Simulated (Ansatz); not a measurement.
The inner images of a band of C₂H₄FNO (9 atoms, charge 0, multiplicity 1) are given out of order.

The calculation used Ansatz, RKS PBE-D4/cc-pVDZ.

Image 0:

```xyz
9
Properties=species:S:1:pos:R:3
N 0.989 0.845 0.463
C 0.493 -0.300 -0.175
O -0.537 -1.197 0.513
C -0.925 -0.378 -0.537
F -1.714 0.712 -0.181
H 1.663 0.618 1.204
H 0.220 1.394 0.866
H 1.242 -0.899 -0.718
H -1.343 -0.842 -1.451
```

Image 8:

```xyz
9
Properties=species:S:1:pos:R:3
N 0.944 0.588 0.843
C 0.474 -0.336 -0.121
O -0.467 -1.364 0.384
C -0.945 -0.398 -0.504
F -1.761 0.575 0.061
H 0.206 1.269 1.074
H 1.764 1.096 0.494
H 1.257 -0.746 -0.783
H -1.381 -0.731 -1.465
```

Question: Put them in order from the first end to the last, with their energies above the first end.
A.
```xyz
9
Properties=species:S:1:pos:R:3
N 1.034 0.823 0.465
C 0.524 -0.307 -0.201
O -0.473 -1.218 0.493
C -0.913 -0.377 -0.511
F -1.684 0.702 -0.087
H 1.457 0.564 1.367
H 0.266 1.478 0.664
H 1.248 -0.896 -0.789
H -1.371 -0.815 -1.417
```
B.
```xyz
9
Properties=species:S:1:pos:R:3
N 1.012 0.572 0.821
C 0.492 -0.343 -0.139
O -0.438 -1.338 0.400
C -0.937 -0.385 -0.500
F -1.736 0.596 0.067
H 0.229 1.082 1.253
H 1.602 1.269 0.345
H 1.258 -0.754 -0.822
H -1.393 -0.745 -1.441
```
C.
```xyz
9
Properties=species:S:1:pos:R:3
N 1.075 0.584 0.766
C 0.513 -0.339 -0.170
O -0.395 -1.315 0.415
C -0.929 -0.377 -0.487
F -1.715 0.606 0.085
H 0.321 0.887 1.400
H 1.375 1.432 0.259
H 1.251 -0.760 -0.880
H -1.407 -0.766 -1.405
```
D.
```xyz
9
Properties=species:S:1:pos:R:3
N 1.085 0.790 0.496
C 0.542 -0.313 -0.220
O -0.413 -1.228 0.478
C -0.908 -0.374 -0.493
F -1.665 0.687 -0.022
H 1.200 0.525 1.485
H 0.392 1.552 0.500
H 1.246 -0.878 -0.856
H -1.392 -0.809 -1.386
```
E.
```xyz
9
Properties=species:S:1:pos:R:3
N 1.123 0.742 0.551
C 0.549 -0.317 -0.229
O -0.364 -1.247 0.460
C -0.908 -0.373 -0.478
F -1.661 0.662 0.040
H 0.932 0.531 1.542
H 0.584 1.603 0.371
H 1.242 -0.841 -0.912
H -1.407 -0.806 -1.363
```
F.
```xyz
9
Properties=species:S:1:pos:R:3
N 1.119 0.627 0.694
C 0.532 -0.328 -0.204
O -0.352 -1.295 0.427
C -0.921 -0.376 -0.472
F -1.695 0.611 0.103
H 0.479 0.714 1.497
H 1.103 1.555 0.240
H 1.242 -0.767 -0.931
H -1.418 -0.787 -1.370
```
G.
```xyz
9
Properties=species:S:1:pos:R:3
N 1.135 0.689 0.615
C 0.546 -0.317 -0.231
O -0.325 -1.279 0.436
C -0.914 -0.379 -0.463
F -1.678 0.616 0.108
H 0.690 0.589 1.540
H 0.820 1.615 0.283
H 1.238 -0.780 -0.959
H -1.423 -0.802 -1.347
```

Answer: A (+0.042 eV), D (+0.141 eV), E (+0.231 eV), G (+0.264 eV), F (+0.241 eV), C (+0.194 eV), B (+0.155 eV).

The run took 60 s on 1 thread of Intel(R) Xeon(R) 6975P-C (Granite Rapids), on a shared host, peak memory 0.14 GiB.
